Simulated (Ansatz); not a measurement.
**C2H4FNS: one species, many methods**

How much do the methods differ for C2H4FNS? The plan is to run it at one geometry with functionals of several rungs and with coupled cluster, and see how far each lands from CCSD(T) at the basis-set limit for the atomisation energy.

Computed with Ansatz 0.2.0, Gaussian basis. Level: functionals in def2-TZVPP, the program's frozen cores in correlated methods.

Levels to be run: LDA (SPW92), PBE-D4, revPBE-D4, BLYP-D4, r2SCAN-D4, B97M-V, PBE0-D4, B3LYP-D4, r2SCANh-D4, r2SCAN0-D4, HSE06-D4, BHLYP-D4, CAM-B3LYP-D4, LC-ωPBE, ωB97X-V, ωB97M-V, B2PLYP, PBE-QIDH; CCSD(T)/def2-SVP; CCSD(T)/def2-TZVPP; MP2/def2-QZVPP; extrapolation to the limit; RPA on PBE.

## Step 1: Structure used throughout

All runs share one geometry, relaxed beforehand with PBE0-D4 in a triple-zeta def2 set.

SMILES `NC1(F)CS1`, 9 atoms, charge 0, spin multiplicity 1.

Atoms are counted from 1 here; the program's logs count them from 0.

Bond lengths: N1–C2 1.407 Å, N1–H6 1.008 Å, N1–H7 1.013 Å, C2–F3 1.358 Å, C2–C4 1.478 Å, C2–S5 1.794 Å, C4–S5 1.823 Å, C4–H8 1.085 Å, C4–H9 1.085 Å. Angles: C2–N1–H6 111.8°, C2–N1–H7 112.0°, H6–N1–H7 110.9°, N1–C2–F3 109.6°, N1–C2–C4 125.8°, N1–C2–S5 118.1°, F3–C2–C4 114.1°, F3–C2–S5 116.8°, C4–C2–S5 66.9°, C2–C4–S5 64.9°, C2–C4–H8 117.4°, C2–C4–H9 118.2°, S5–C4–H8 114.9°, S5–C4–H9 115.7°, H8–C4–H9 115.8°, C2–S5–C4 48.2°.

## Step 2: LDA

This LDA is Slater exchange with PW92 correlation.

in.yaml reads:

```yaml
crystal:
  periodic: [false, false, false]
  atoms:
    - {symbol: N, position_ang: [1.023385, 0.989690, -0.191759]}
    - {symbol: C, position_ang: [0.300148, -0.201986, -0.383288]}
    - {symbol: F, position_ang: [1.156179, -1.209927, -0.693919]}
    - {symbol: C, position_ang: [-0.880323, -0.631457, 0.394648]}
    - {symbol: S, position_ang: [-1.228037, -0.120996, -1.320457]}
    - {symbol: H, position_ang: [0.430516, 1.802241, -0.260981]}
    - {symbol: H, position_ang: [1.532851, 0.987773, 0.683459]}
    - {symbol: H, position_ang: [-0.993166, -1.693174, 0.586710]}
    - {symbol: H, position_ang: [-1.253054, 0.031437, 1.168488]}
basis:
  gaussian: {orbitals: def2-TZVPP}
hamiltonian: {xc: lda}
output: {orbitals: {seedname: orbitals}}
```

Further steps of the session: PBE-D4 (GGA); revPBE-D4 (GGA); BLYP-D4 (GGA); r2SCAN-D4 (meta-GGA); B97M-V (meta-GGA); PBE0-D4 (hybrid); B3LYP-D4 (hybrid); r2SCANh-D4 (hybrid); r2SCAN0-D4 (hybrid); HSE06-D4 (hybrid); BHLYP-D4 (hybrid); CAM-B3LYP-D4 (range-separated); LC-ωPBE (range-separated); ωB97X-V (range-separated); ωB97M-V (range-separated); B2PLYP (double hybrid); PBE-QIDH (double hybrid); CCSD(T) in def2-SVP; CCSD(T) in def2-TZVPP; MP2 in def2-QZVPP; RPA on PBE orbitals.

Before running them: what should the planned runs give, taken together? Wanted: atomisation energy, CCSD(T)/CBS; farthest beyond LDA; mean size of error, GGA; mean size of error, meta-GGA; mean size of error, hybrid; mean size of error, range-separated; mean size of error, double hybrid; gap, smallest and largest; T1 diagnostic.

As calculated:

| quantity | value |
| --- | --- |
| atomisation energy, CCSD(T)/CBS | 804.0 kcal/mol |
| functionals within 4.0 kcal/mol (0.5 %) | B3LYP-D4, r2SCANh-D4, LC-ωPBE, PBE-QIDH |
| farthest beyond LDA | PBE-D4 (+36.2 kcal/mol) |
| mean size of error, GGA | 17.4 kcal/mol |
| mean size of error, meta-GGA | 5.4 kcal/mol |
| mean size of error, hybrid | 12.6 kcal/mol |
| mean size of error, range-separated | 5.5 kcal/mol |
| mean size of error, double hybrid | 5.5 kcal/mol |
| gap, smallest and largest | 4.50 eV (LDA (SPW92)), 11.92 eV (LC-ωPBE) |
| T1 diagnostic | 0.0113 |
| triples share of the correlation energy | 4.1 % |

What this shows: LDA overbinds by 155.0 kcal/mol (19 %). PBE-D4 is off by +36.2 kcal/mol. Double hybrids carry the basis error of their MP2 part in triple zeta, and no dispersion term here, so their miss is partly the set-up's. Taken by rung, meta-GGA functionals do best (5.4 kcal/mol on average) and GGA ones worst beyond LDA (17.4 kcal/mol). The gap between the best rungs is small, so their order is not settled. Misses under about 4.0 kcal/mol are within the doubt on the reference itself, which lacks core-valence correlation, relativity and higher excitations. Hartree-Fock recovers 67 % of the binding; the rest is correlation. CCSD(T) in def2-SVP is off by -52.2 kcal/mol, more than most functionals: a good method in a small basis is no reference. The gap grows from 4.5 to 11.9 eV across the functionals, mostly with the share of exact exchange.
